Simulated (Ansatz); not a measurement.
Reaction (SMILES): C=[SiH2] (CH2-SiH2) + 2 [H][H] (H2) → C (CH4) + [SiH4] (SiH4)
B3LYP-D3(BJ)/def2-TZVP geometries, fixed; electronic energies without zero-point terms.
Largest species:
```xyz
6

C     -1.1498    -0.0548    -0.0450
Si     0.5479     0.0261     0.0215
H     -1.7685     0.8316    -0.0996
H     -1.6839    -0.9961    -0.0356
H      1.3979    -1.1745     0.0958
H      1.2833     1.3023     0.0091
```

Basis-set convergence of the energy of full hydrogenation at CCSD(T) with Ansatz (an electronic-structure program). Cartesian d functions, on some or all atoms, in 6-31G*, 6-311+G**; all else is spherical. Cores are frozen. A restricted Hartree-Fock determinant is unstable towards unrestricted orbitals. No added dispersion term, no relativity. Functions are those of the species that has most. Reference: Hartree-Fock in cc-pV(Q+d)Z plus the correlation part extrapolated as X^-3 from cc-pV(T+d)Z and cc-pV(Q+d)Z, -64.70 kcal/mol, itself unsure by roughly 0.12 kcal/mol (a third of the extrapolation step and of the last Hartree-Fock step).

| basis | functions | energy of full hydrogenation (kcal/mol) |
|---|---|---|
| STO-3G | 18 | ___ |
| 3-21G | 30 | -53.00 |
| 6-31G | 30 | ___ |
| pcseg-0 | 30 | -51.24 |
| 6-31G* | 42 | -60.54 |
| def2-SVP | 52 | -68.89 |
| pcseg-1 | 52 | -65.99 |
| cc-pV(D+d)Z | 57 | -67.32 |
| 6-311+G** | 77 | -64.07 |
| def2-TZVP | 92 | -63.52 |
| def2-TZVPD | 116 | -63.04 |
| def2-TZVPP | 129 | ___ |
| pcseg-3 | 256 | ___ |

**Question.** Complete the blanks.

**Answer.** 
- STO-3G, energy of full hydrogenation (kcal/mol): -82.52
- 6-31G, energy of full hydrogenation (kcal/mol): -52.43
- def2-TZVPP, energy of full hydrogenation (kcal/mol): -64.98
- pcseg-3, energy of full hydrogenation (kcal/mol): -64.96
